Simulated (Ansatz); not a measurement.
Geometry optimisation, RKS PBE0-D4/def2-SVP (Ansatz).

Input:

```yaml
crystal:
  periodic: [false, false, false]
  atoms:
    - { symbol: Si, position_ang: [0.0, 0.0, 0.0] }
    - { symbol: H, position_ang: [0.0, 0.0, 1.46] }
    - { symbol: H, position_ang: [1.3768, 0.0, -0.4862] }
    - { symbol: O, position_ang: [-0.7913, 1.3709, -0.5594] }
    - { symbol: H, position_ang: [-1.7491, 1.1401, -0.7818] }
    - { symbol: H, position_ang: [-0.6877, -1.1914, -0.4862] }
basis:
  gaussian: { orbitals: def2-SVP }
hamiltonian:
  xc: pbe0
  dispersion: d4
relax:
  f_tol: 0.02
  max_steps: 40
```

Run as:

```bash
$ ansatz run input.yaml --threads 1 --pin off --max-ram 2048MiB --backend cpu --events-out ev --progress --plain --runs-dir out
```

Problem. Where does it end, and by what steps?

Solution. The forces met the threshold. After 6 steps the energy has fallen by 0.127 eV; H5 moved furthest, 0.30 Å.

```
step  energy less start (eV)  largest force component (eV/Å)  accepted
   0                  0.0000                           2.029       yes
   1                 -0.0937                           0.571       yes
   2                 -0.1074                           0.284       yes
   3                 -0.1257                           0.033       yes
   4                 -0.1269                           0.024       yes
   5                 -0.1269                           0.036       yes
   6                 -0.1270                           0.001       yes
```

```xyz
6
Properties=species:S:1:pos:R:3
Si -0.021 -0.030 -0.040
H -0.095 0.023 1.454
H 1.401 0.053 -0.470
O -0.799 1.261 -0.749
H -1.738 1.353 -0.571
H -0.599 -1.341 -0.477
```

Run time: 4.5 s on 1 thread of Intel(R) Xeon(R) 6975P-C (Granite Rapids) (shared host), peak memory 0.11 GiB.
